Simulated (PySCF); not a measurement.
# CS: magnetic properties

Wanted: magnetic properties for CS (`[C-]#[S+]`).

Programs: PySCF 2.14.0, with routines of our own; each step states its level. All values are computed. Atoms count from 0.

## Step 1: The system as given

2 atoms, charge 0, multiplicity 1; geometry from: GFN2-xTB.

## Step 2: Geometry optimisation at PBE0-D3(BJ)/def2-SVP

What the job is given:

```
{"job": {"xc": "PBE0", "basis": "def2-SVP", "d3": "d3bj", "grid": 1, "kind": "geom"}, "charge": 0, "multiplicity": 1}
C      0.761975    -0.003367    -0.002271
S     -0.759218     0.004635    -0.011877
```

Launch:

```bash
$ OMP_NUM_THREADS=1 python excited_run.py task.json out
```

This one command runs all jobs of the session in turn.

The program printed:

```text
step   0  E = -435.86564600  max force = 0.016434
step   1  E = -435.86585828  max force = 0.000271
step   2  E = -435.86585833  max force = 0.000037
optimisation converged
```

Run time: 0.95 s. Hardware: 1 thread of Arm Neoverse V1, shared host; peak memory 0.24 GiB.

Relaxation path:

```csv
step,energy from step 0 (eV),largest force component (eV/Å)
0,0.0000,0.8451
1,-0.0058,0.0139
2,-0.0058,0.0019
```

The bond:

```csv
bond,before (Å),after (Å),change (Å)
C0–S1,1.521,1.535,+0.014
```

The end geometry stands in the next job.

```
                         at the end point           value
  point group (found at 0.08 Å tolerance)             C∞v
rotational constants (GHz, main isotopes)  24.578, 24.578
                        dipole moment (D)            1.80
```

## Step 3: Magnetic properties: GIAO B3LYP/aug-pcSseg-1

What the job is given:

```
{"job": {"kind": "mag", "xc": "B3LYP", "basis": "aug-pcSseg-1", "isotopologues": 4}, "charge": 0, "multiplicity": 1}
C      0.762987    -0.001008    -0.001715
S     -0.772087     0.007165    -0.011554
```

With the program's defaults for keys left out, this is: GIAO B3LYP/aug-pcSseg-1 magnetisability, rotational g tensor and spin-rotation constants, non-relativistic, gas phase.

The program printed:

```text
coarse grid: 2712 points
cycle   1  E = -436.1969694402  dE =  1.121e-01  |g| = 8.113e-02  |ddm| = 1.597e+00
cycle   2  E = -436.1977331792  dE = -7.637e-04  |g| = 5.384e-02  |ddm| = 2.287e-01
cycle   3  E = -436.1969894023  dE =  7.438e-04  |g| = 7.625e-02  |ddm| = 1.165e-01
cycle   4  E = -436.1986569696  dE = -1.668e-03  |g| = 5.408e-03  |ddm| = 6.579e-02
cycle   5  E = -436.1986641659  dE = -7.196e-06  |g| = 8.230e-04  |ddm| = 8.931e-03
final grid: 22960 points
cycle   6  E = -436.2132221294  dE = -9.389e-07  |g| = 1.911e-03  |ddm| = 8.037e-03
cycle   7  E = -436.2132150374  dE =  7.092e-06  |g| = 5.309e-03  |ddm| = 6.342e-03
cycle   8  E = -436.2132231652  dE = -8.128e-06  |g| = 1.593e-04  |ddm| = 4.717e-03
cycle   9  E = -436.2132231727  dE = -7.482e-09  |g| = 2.738e-05  |ddm| = 2.031e-04
cycle  10  E = -436.2132231729  dE = -1.826e-10  |g| = 3.532e-06  |ddm| = 2.336e-05
converged SCF energy = -436.2132231729

Magnetisability tensor (1e-30 J/T^2)
     -544.02        2.05       -2.46
        2.05     -159.62        0.01
       -2.46        0.01     -159.63
isotropic -287.76   principal values    -544.05   -159.61   -159.61
isotropic susceptibility -17.329 1e-6 cm^3/mol

Inertial axes            a          b          c
rot. const./GHz           -    24.5784    24.5784
chi total           -32.763     -9.612     -9.612
chi diamagnetic     -32.763    -78.321    -78.321
chi paramagnetic      0.000     68.709     68.709
quadrupole/D A       -2.185      1.093      1.093
g nuclear                 -     0.5038     0.5038
g electronic              -    -0.7934    -0.7934
g total                   -    -0.2896    -0.2896

Spin-rotation constants (kHz, H = +C I.J)
atom  isotope        aa         bb         cc
  0    13C*           -     28.646     28.646
  1    33S*           -     19.418     19.418
* in the singly substituted isotopologue

Isotopologues: g along a, b, c
13C   at 0                       -    -0.2725    -0.2725
34S   at 1                       -    -0.2857    -0.2857
```

It took 1.1 s on 1 thread of Arm Neoverse V1, shared host; peak memory 0.3 GiB.

Key values:

```
              quantity                value
       magnetisability      -288·10⁻³⁰ J/T²
  molar susceptibility   -17.3·10⁻⁶ cm³/mol
rotational g (a, b, c)  –, -0.2896, -0.2896
```

Orbitals, density, ELF and potential are computed afterwards from the orbital file.

Frontier orbitals at B3LYP/aug-pcSseg-1, with the share of their density that lies nearest to each atom:

```csv
orbital,energy (eV),lies on
HOMO,-8.77,C0 80 %; S1 20 %
LUMO,-2.63,C0 61 %; S1 39 %
```

ELF in a plane through or near 2 of the atoms.

Values, 10 rows by 14 columns:
```
0.00 0.00 0.00 0.00 0.00 0.01 0.01 0.01 0.00 0.00 0.00 0.00 0.00 0.00
0.00 0.00 0.01 0.05 0.20 0.28 0.29 0.15 0.07 0.05 0.04 0.01 0.00 0.00
0.00 0.00 0.08 0.30 0.54 0.61 0.55 0.28 0.23 0.35 0.40 0.25 0.01 0.00
0.00 0.03 0.36 0.70 0.87 0.85 0.78 0.59 0.54 0.83 0.91 0.88 0.29 0.01
0.00 0.09 0.60 0.89 0.63 0.26 0.20 0.85 0.27 0.84 0.99 0.97 0.74 0.05
0.00 0.10 0.64 0.91 0.36 0.87 0.39 0.86 0.57 0.65 0.99 0.98 0.80 0.07
0.00 0.06 0.50 0.82 0.87 0.54 0.63 0.76 0.60 0.91 0.96 0.95 0.57 0.02
0.00 0.01 0.21 0.51 0.76 0.79 0.71 0.40 0.38 0.65 0.75 0.64 0.07 0.00
0.00 0.00 0.04 0.20 0.42 0.50 0.47 0.24 0.16 0.21 0.24 0.12 0.00 0.00
0.00 0.00 0.00 0.01 0.05 0.09 0.10 0.05 0.02 0.01 0.00 0.00 0.00 0.00
```
The map spans 6.7 Å across and 5.2 Å up, centred on the molecule. Atoms in the plane (x, y in Å): C0 (0.8, 0.0), S1 (-0.8, 0.0).

On the surface of density 0.002 e/bohr³ the electrostatic potential runs, from the 1st to the 99th percentile, from -1.21 V near C0 to 1.11 V near S1.

## Step 4: Summary of results

| quantity | value |
| --- | --- |
| point group | C∞v |
| rotational constants (main isotopes) | 24.58, 24.58 GHz |
| magnetisability (step 3, GIAO B3LYP/aug-pcSseg-1) | -288·10⁻³⁰ J/T² |
| molar susceptibility (step 3, GIAO B3LYP/aug-pcSseg-1) | -17.3·10⁻⁶ cm³/mol |
| rotational g (a, b, c) (step 3, GIAO B3LYP/aug-pcSseg-1) | –, -0.2896, -0.2896 |
| surface potential, 1st and 99th percentile | -1.21 V and 1.11 V |

Relaxing lowered the energy by 0.006 eV in 2 steps; the close pair that moved most is C0–S1, from 1.521 to 1.535 Å. Vibrational averaging and real surroundings are missing from these values.
